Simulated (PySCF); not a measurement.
PySCF input file for C₃H₇Cl, SMILES CCCCl, TDA-PBE/def2-SVPD. Coordinates come from a PBE0-D3(BJ)/def2-SVP optimisation. One conformer was computed; it need not be the lowest.

```python
import numpy as np
from pyscf import gto, scf, dft, tdscf

mol = gto.M(
    atom='''
    C    -1.89959529   -0.24853344    0.21672355
    C    -0.69204277   -1.12526222   -0.06655661
    C     0.61602626   -0.56865533    0.45563734
    Cl    1.05240711    0.98576161   -0.32681771
    H    -2.04269204   -0.10270967    1.29951293
    H    -2.81964756   -0.69676760   -0.18613836
    H    -1.77485046    0.74400234   -0.24089921
    H    -0.59325636   -1.30150563   -1.15056287
    H    -0.82547140   -2.11886894    0.39744121
    H     0.56785915   -0.37078109    1.53659634
    H     1.45080880   -1.25661096    0.26512545
    ''',
    basis='def2-SVPD',
    charge=0,
    spin=0,
    max_memory=1600,
    verbose=4,
)
mf = dft.RKS(mol, xc='pbe').density_fit(auxbasis='def2-universal-jkfit')
mf.grids.level = 3
mf.conv_tol = 1e-9
mf.max_cycle = 100
mf.kernel()
mf.grids = dft.Grids(mol).set(level=1).build(with_non0tab=True)  # coarser grid for the response kernel
td = tdscf.TDA(mf)
td.singlet = True
td.nstates = 10
td.conv_tol = 1e-4
td.positive_eig_threshold = 1e-6
td.kernel(x0=td.get_init_guess(mf, 15))
td.analyze()
tt = tdscf.TDA(mf)
tt.singlet = False
tt.nstates = 4
tt.conv_tol = 1e-4
tt.positive_eig_threshold = 1e-6
tt.kernel(x0=tt.get_init_guess(mf, 9))
tt.analyze(verbose=3)
```

Program output:

```
PySCF version 2.14.0

[INPUT] verbose = 4
[INPUT] num. atoms = 11
[INPUT] num. electrons = 42
[INPUT] charge = 0
[INPUT] spin (= nelec alpha-beta = 2S) = 0
[INPUT] symmetry False subgroup None
[INPUT] Mole.unit = angstrom
[INPUT] Symbol           X                Y                Z      unit          X                Y                Z       unit  Magmom
[INPUT]  1 C     -1.899595290000  -0.248533440000   0.216723550000 AA   -3.589714845614  -0.469660134396   0.409548154243 Bohr   0.0
[INPUT]  2 C     -0.692042770000  -1.125262220000  -0.066556610000 AA   -1.307771301785  -2.126437414120  -0.125773764679 Bohr   0.0
[INPUT]  3 C      0.616026260000  -0.568655330000   0.455637340000 AA    1.164120916940  -1.074602832974   0.861029784725 Bohr   0.0
[INPUT]  4 Cl     1.052407110000   0.985761610000  -0.326817710000 AA    1.988761209445   1.862819467010  -0.617595964558 Bohr   0.0
[INPUT]  5 H     -2.042692040000  -0.102709670000   1.299512930000 AA   -3.860128512429  -0.194093146644   2.455723533031 Bohr   0.0
[INPUT]  6 H     -2.819647560000  -0.696767600000  -0.186138360000 AA   -5.328361656198  -1.316699936470  -0.351750521676 Bohr   0.0
[INPUT]  7 H     -1.774850460000   0.744002340000  -0.240899210000 AA   -3.353981281458   1.405960658636  -0.455233530524 Bohr   0.0
[INPUT]  8 H     -0.593256360000  -1.301505630000  -1.150562870000 AA   -1.121092042056  -2.459489190280  -2.174248713394 Bohr   0.0
[INPUT]  9 H     -0.825471400000  -2.118868940000   0.397441210000 AA   -1.559914869661  -4.004081990447   0.751055037516 Bohr   0.0
[INPUT] 10 H      0.567859150000  -0.370781090000   1.536596340000 AA    1.073098270828  -0.700674712268   2.903746246609 Bohr   0.0
[INPUT] 11 H      1.450808800000  -1.256610960000   0.265125450000 AA    2.741631291109  -2.374650559527   0.501014489152 Bohr   0.0

nuclear repulsion = 162.831614445677
number of shells = 63
number of NR pGTOs = 205
number of NR cGTOs = 143
basis = def2-SVPD
ecp = {}


******** <class 'pyscf.df.df_jk.DFRKS'> ********
method = DFRKS
initial guess = minao
damping factor = 0
level_shift factor = 0
DIIS = <class 'pyscf.scf.diis.CDIIS'>
diis_start_cycle = 1
diis_space = 8
diis_damp = 0
SCF conv_tol = 1e-09
SCF conv_tol_grad = None
SCF max_cycles = 100
direct_scf = False
XC library pyscf.dft.libxc version 7.1.2
    S. Lehtola, C. Steigemann, M. J. T. Oliveira, and M. A. L. Marques,  SoftwareX 7, 1–5 (2018)
XC functionals = pbe
    J. P. Perdew, K. Burke, and M. Ernzerhof,  Phys. Rev. Lett. 77, 3865 (1996)
    J. P. Perdew, K. Burke, and M. Ernzerhof,  Phys. Rev. Lett. 78, 1396 (1997)
    J. P. Perdew, K. Burke, and M. Ernzerhof,  Phys. Rev. Lett. 77, 3865 (1996)
    J. P. Perdew, K. Burke, and M. Ernzerhof,  Phys. Rev. Lett. 78, 1396 (1997)
radial grids:
    Treutler-Ahlrichs [JCP 102, 346 (1995); DOI:10.1063/1.469408] (M4) radial grids

becke partition: Becke, JCP 88, 2547 (1988); DOI:10.1063/1.454033
pruning grids: <function nwchem_prune>
grids dens level: 3
symmetrized grids: False
atomic radii adjust function: <function treutler_atomic_radii_adjust>
small_rho_cutoff = 0
Set gradient conv threshold to 3.16228e-05
Initial guess from minao.
tot grids = 129896
init E= -578.150744288473
  HOMO = -0.318656389729807  LUMO = -0.0554199624537559  gap/eV = 7.16303
cycle= 1 E= -578.111928617674  delta_E= 0.0388  |g|= 0.401  |ddm|= 4.01
  HOMO = -0.211002727574402  LUMO = 0.011574748502956  gap/eV = 6.05664
cycle= 2 E= -578.056077587737  delta_E= 0.0559  |g|= 0.61  |ddm|= 1.15
  HOMO = -0.249396987931958  LUMO = -0.0110366492999314  gap/eV = 6.48612
cycle= 3 E= -578.159073808796  delta_E= -0.103  |g|= 0.0577  |ddm|= 0.666
  HOMO = -0.257488448661486  LUMO = -0.0137805751813707  gap/eV = 6.63163
cycle= 4 E= -578.159840279421  delta_E= -0.000766  |g|= 0.0241  |ddm|= 0.145
  HOMO = -0.255680182110441  LUMO = -0.0139463806374343  gap/eV = 6.57791
cycle= 5 E= -578.159975975903  delta_E= -0.000136  |g|= 0.0101  |ddm|= 0.0425
  HOMO = -0.25562875358822  LUMO = -0.0133364501647857  gap/eV = 6.59311
cycle= 6 E= -578.160002031986  delta_E= -2.61e-05  |g|= 0.00183  |ddm|= 0.0153
  HOMO = -0.255864804448353  LUMO = -0.0135357337629225  gap/eV = 6.59411
cycle= 7 E= -578.160002894158  delta_E= -8.62e-07  |g|= 0.000384  |ddm|= 0.00345
  HOMO = -0.255816471949397  LUMO = -0.0135102199201107  gap/eV = 6.59349
cycle= 8 E= -578.160002932002  delta_E= -3.78e-08  |g|= 0.000106  |ddm|= 0.000775
  HOMO = -0.255816038991172  LUMO = -0.0135124019266124  gap/eV = 6.59342
cycle= 9 E= -578.16000293491  delta_E= -2.91e-09  |g|= 3.05e-05  |ddm|= 0.000194
  HOMO = -0.25581860239573  LUMO = -0.0135137927550177  gap/eV = 6.59345
cycle= 10 E= -578.160002935138  delta_E= -2.28e-10  |g|= 7.15e-06  |ddm|= 4.76e-05
  HOMO = -0.255818123113548  LUMO = -0.013513594122637  gap/eV = 6.59344
Extra cycle  E= -578.160002935127  delta_E= 1.16e-11  |g|= 9.84e-06  |ddm|= 2.21e-05
converged SCF energy = -578.160002935127
tot grids = 39160
Overwritten attributes  positive_eig_threshold  of <class 'pyscf.tdscf.rks.TDA'>


******** <class 'pyscf.tdscf.rks.TDA'> for <class 'pyscf.df.df_jk.DFRKS'> ********
nstates = 10 singlet
deg_eia_thresh = 1.000e-03
wfnsym = None
conv_tol = 0.0001
eigh lindep = 1e-12
eigh level_shift = 0
eigh max_cycle = 100


Excitation energies (eV)
[6.86549363 6.9624356  7.07115534 7.19399715 7.76827323 7.85651634
 7.87660347 7.97096329 8.03413001 8.26567791]

** Singlet excitation energies and oscillator strengths **
Excited State   1:      6.86549 eV    180.59 nm  f=0.0008
      21 -> 22        0.65369
      21 -> 23        0.25265
Excited State   2:      6.96244 eV    178.08 nm  f=0.0078
      20 -> 22        0.65880
      20 -> 23        0.23450
Excited State   3:      7.07116 eV    175.34 nm  f=0.0071
      21 -> 22        0.24892
      21 -> 23       -0.65835
Excited State   4:      7.19400 eV    172.34 nm  f=0.0297
      20 -> 22        0.23017
      20 -> 23       -0.66314
Excited State   5:      7.76827 eV    159.60 nm  f=0.0063
      21 -> 24       -0.69862
Excited State   6:      7.85652 eV    157.81 nm  f=0.0086
      20 -> 24       -0.65449
      21 -> 25       -0.24539
Excited State   7:      7.87660 eV    157.41 nm  f=0.0100
      20 -> 24       -0.22907
      20 -> 25       -0.12076
      21 -> 25        0.65523
Excited State   8:      7.97096 eV    155.54 nm  f=0.0217
      19 -> 22        0.34571
      20 -> 25        0.60355
Excited State   9:      8.03413 eV    154.32 nm  f=0.0097
      18 -> 22        0.11023
      19 -> 22       -0.59435
      20 -> 25        0.32521
Excited State  10:      8.26568 eV    150.00 nm  f=0.0338
      21 -> 26        0.69877

** Transition electric dipole moments (AU) **
state          X           Y           Z        Dip. S.      Osc.
  1         0.0320     -0.0601     -0.0196      0.0050      0.0008
  2         0.0256      0.1908     -0.0920      0.0455      0.0078
  3         0.0765     -0.1060     -0.1547      0.0410      0.0071
  4        -0.3306     -0.2266     -0.0878      0.1683      0.0297
  5        -0.0732     -0.1183      0.1178      0.0332      0.0063
  6         0.0133      0.1630      0.1348      0.0449      0.0086
  7        -0.0413      0.1889     -0.1204      0.0519      0.0100
  8         0.1932      0.2017     -0.1816      0.1110      0.0217
  9        -0.1752     -0.1306     -0.0360      0.0491      0.0097
 10        -0.2168      0.0633      0.3405      0.1670      0.0338

** Transition velocity dipole moments (imaginary part, AU) **
state          X           Y           Z        Dip. S.      Osc.
  1         0.0382     -0.0430     -0.0426      0.0051      0.0135
  2        -0.0343      0.0382     -0.0567      0.0059      0.0152
  3         0.0373     -0.0382     -0.0603      0.0065      0.0166
  4        -0.0955     -0.0467     -0.0439      0.0132      0.0334
  5        -0.0255     -0.0211      0.0379      0.0025      0.0059
  6         0.0243      0.0349      0.0377      0.0032      0.0075
  7        -0.0015      0.0422     -0.0192      0.0022      0.0050
  8         0.0515      0.0394     -0.0341      0.0054      0.0122
  9        -0.0322     -0.0088     -0.0047      0.0011      0.0026
 10        -0.0450      0.0000      0.0673      0.0065      0.0144

** Transition magnetic dipole moments (imaginary part, AU) **
state          X           Y           Z
  1        -0.2903     -0.2316     -0.0397
  2        -0.1871      0.1590      0.1381
  3         0.3378      0.1161      0.4722
  4         0.1678     -0.2913     -0.1658
  5        -0.2195      0.0564      0.2207
  6         0.1381     -0.1155      0.0468
  7        -0.1940     -0.0149     -0.2073
  8         0.0638     -0.0323     -0.1213
  9        -0.6377      0.1271      0.2412
 10        -0.4461      0.0097     -0.6418


******** <class 'pyscf.tdscf.rks.TDA'> for <class 'pyscf.df.df_jk.DFRKS'> ********
nstates = 4 triplet
deg_eia_thresh = 1.000e-03
wfnsym = None
conv_tol = 0.0001
eigh lindep = 1e-12
eigh level_shift = 0
eigh max_cycle = 100


Excitation energies (eV)
[6.27624544 6.36685663 6.93087977 7.01731859]

** Triplet excitation energies and oscillator strengths **
Excited State   1:      6.27625 eV    197.55 nm  f=0.0000
Excited State   2:      6.36686 eV    194.73 nm  f=0.0000
Excited State   3:      6.93088 eV    178.89 nm  f=0.0000
Excited State   4:      7.01732 eV    176.68 nm  f=0.0000
```

The run converged.
